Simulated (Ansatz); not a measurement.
Geometry optimisation, Ansatz, RKS B3LYP-D4/cc-pVDZ.

Input file:

```yaml
crystal:
  periodic: [false, false, false]
  atoms:
    - { symbol: B, position_ang: [0.0, 0.0, 0.0] }
    - { symbol: O, position_ang: [0.0, 0.0, 1.41] }
    - { symbol: H, position_ang: [-0.9095, -0.2814, 1.7471] }
    - { symbol: C, position_ang: [1.3856, 0.0, -0.8] }
    - { symbol: H, position_ang: [1.7152, -1.0462, -0.9702] }
    - { symbol: H, position_ang: [1.2491, 0.508, -1.7774] }
    - { symbol: H, position_ang: [2.1552, 0.5381, -0.2082] }
    - { symbol: H, position_ang: [-1.0305, 0.0, -0.595] }
basis:
  gaussian: { orbitals: cc-pVDZ }
hamiltonian:
  xc: b3lyp
  dispersion: d4
relax:
  f_tol: 0.02
  max_steps: 40
```

Run as:

```bash
$ ansatz run input.yaml --threads 1 --pin off --max-ram 2048MiB --backend cpu --events-out ev --progress --plain --runs-dir out
```

**Question.** Where does it end, and by what steps?

**Answer.** The forces met the threshold. After 10 steps the energy has fallen by 0.192 eV; H8 moved furthest, 0.42 Å.

```tsv
step	energy less start (eV)	largest force component (eV/Å)	accepted
0	0.0000	1.582	yes
1	-0.0124	2.981	yes
2	0.0534	2.300	no
3	-0.1380	1.589	yes
4	-0.1831	0.130	yes
5	-0.1890	0.086	yes
6	-0.1885	0.215	no
7	-0.1908	0.035	yes
8	-0.1910	0.108	yes
9	-0.1874	0.274	no
10	-0.1917	0.003	yes
```

```xyz
8
Properties=species:S:1:pos:R:3
B 0.011 -0.114 0.006
O -0.016 0.123 1.347
H -0.900 0.020 1.725
C 1.371 0.009 -0.759
H 1.618 -0.947 -1.256
H 1.285 0.748 -1.578
H 2.215 0.298 -0.112
H -1.017 -0.418 -0.568
```

Whether the end is a true minimum wasn't checked by a vibrational analysis.

Run time: 23 s on 1 thread of Arm Neoverse V1, on a shared host, peak memory 0.13 GiB.
